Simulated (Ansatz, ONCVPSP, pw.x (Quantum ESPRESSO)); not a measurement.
# W: does the ONCV potential hold in the solid?

| Property | Result |
| --- | --- |
| Element | W (Z = 74) |
| Generator | ONCVPSP 4.0.1.1 (patched build) |
| Type | optimised norm-conserving Vanderbilt (ONCV) |
| Functional | PBE |
| Relativity | scalar-relativistic |
| Frozen core | [Xe] 4f14 |
| Valence charge | 6 |
| Reference configuration | 5d4 6s1 (charge +1) |
| Partial waves | 6s: rc 2.40 bohr, ncon 4, nbas 8, qcut 2.1 1/bohr, 2 projectors, debl 3.9 Ha; p scattering state at 0.09 Ha: rc 2.60 bohr, ncon 3, nbas 7, qcut 3.2 1/bohr, 1 projector; 5d: rc 2.15 bohr, ncon 5, nbas 10, qcut 8.2 1/bohr, 2 projectors, debl 2.8 Ha |
| Local potential | polynomial inside 2.10 bohr (lpopt 5, dvloc0 4 Ha) |
| Core correction | none |

In the p channel the program set the typed energies aside and used 0.050 Ha.

Crystal test: bcc W in pw.x 7.5, no spin, 14³ k-points, Fermi–Dirac smearing 0.01 Ry, cutoffs 60/240 Ry. The reference is all-electron LAPW (Ansatz 0.2.0) with the same functional, mesh and smearing; V0 and B0 come from Birch–Murnaghan fits to the pressures at five volumes. Errors are pseudo minus all-electron; Δ is the rms difference of the E(V) curves that follow from these fits, minima aligned, over ±6 % about the mean V0. Mesh and smearing are coarse, so the numbers serve the comparison and aren't converged zero-temperature values; the lattice is a test structure that the element need not adopt.

```csv
V (Å³/atom),P all-electron (GPa),P pseudo (GPa)
15.323,17.51,5.88
15.727,8.35,-2.48
16.130,0.30,-9.81
16.533,-6.79,-16.25
16.936,-13.02,-21.87
```

All-electron: a0 = 3.184 Å (V0 = 16.15 Å³/atom), B0 = 300.6 GPa.

Pseudopotential: mean pressure error (GPa): -10.18; a0 (Å): 3.148; a0 error (%): -1.14; B0 error (%): +5.0; Δ (meV/atom): 36.6. This is a poor potential for the solid.

At the middle volume, how do free energy and pressure move when the wave cutoff is lowered (ecutrho kept at four times it)?

| cutoff (Ry) | shift of F (meV/atom) | shift of P (GPa) |
| --- | --- | --- |
| 27 | +192.4 | -9.97 |
| 36 | +17.4 | -0.69 |
| 48 | +3.6 | -0.16 |

The run at the middle volume (104 k-points, 9 iterations) took about 15 s on one core of a shared host (Neoverse-N1, 64 threads, 124 GiB, load 56).
